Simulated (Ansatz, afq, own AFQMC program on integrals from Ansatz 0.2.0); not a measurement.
Integrals from Ansatz 0.2.0, then the random walk in our own AFQMC program (afq).

```yaml
crystal:
  periodic: [false, false, false]
  atoms:
    - {symbol: Zr, position_ang: [0.000000, 0.000000, 0.000000]}
    - {symbol: F, position_ang: [0.000000, 0.000000, 1.888800]}
basis:
  gaussian: {orbitals: def2-SVP}
total_charge: 1
magnetization: {spin_polarized: true, initial_magnetization: 4}
correlation: {method: ccsd_t, electrons: outside_noble_gas, hamiltonian_folder: ham}
```

```sh
$ ansatz run in.yaml --threads 1 --pin off --events-out ev --progress --plain --max-ram 24576MiB --backend cuda --devices 0, --max-vram 18GiB
```

Options of the walk:

```
--method free --trial cisd --walkers 4000 --time-step 0.03 --max-blocks 4000 --target-error 0.00038 --factor-cut 1e-05 --seed 8831 --times 0,0.21,0.42,0.81,1.2,1.8,2.4,3 --taylor-order 8
```

Times are imaginary, in 1/Eh. The walk had a cap of 63 s. Core potentials past Kr, no spin–orbit coupling.

afq prints:

```
orbitals 40  electrons 7 3  factors 318 of 456
reference energy -145.45874354 Eh
CCSD correlation -0.17090271 Eh in 29 cycles, weight of the determinant in the CISD state 0.9490
repeat  energy at the last time / Eh  error
    10  -145.631893  0.000067
    20  -145.631949  0.000061
    30  -145.631958  0.000045
time / (1/Eh)  energy / Eh  error  mean overlap
  0.00  -145.629642  0.000013  1.0537
  0.21  -145.631132  0.000023  1.0521
  0.42  -145.631529  0.000026  1.0526
  0.81  -145.631792  0.000028  1.0525
  1.20  -145.631847  0.000027  1.0531
  1.80  -145.631948  0.000025  1.0515
  2.40  -145.631899  0.000054  1.0552
  3.00  -145.631960  0.000043  1.0539
energy -145.631960 +/- 0.000043 Eh
```

The run passed its tests (error under three times the target), which doesn't prove that it has relaxed.

Against this walk (error 1.2 meV) on the same determinant: CCSD(T) 9.7 meV higher, CCSDT(Q) 16.9 meV lower. The error is statistical, and a free projection of finite length keeps a remainder of its start.

Cautions: remainder of the start not in the error; no spin-orbit coupling; outer-core shells of the metal frozen; another spin lies lower (by 7.29 eV).

The walk took 35 s on 1 × NVIDIA H100 80GB HBM3 with 2 threads of AMD EPYC 7R13 Processor (Zen 3) (shared host) (the card was shared). The log's last line is the free-projection energy.

CCSDT and higher add their correlation energy to the determinant of the CCSD(T) run, since their own runs factorise the integrals more tightly (a shift of under 2 meV).
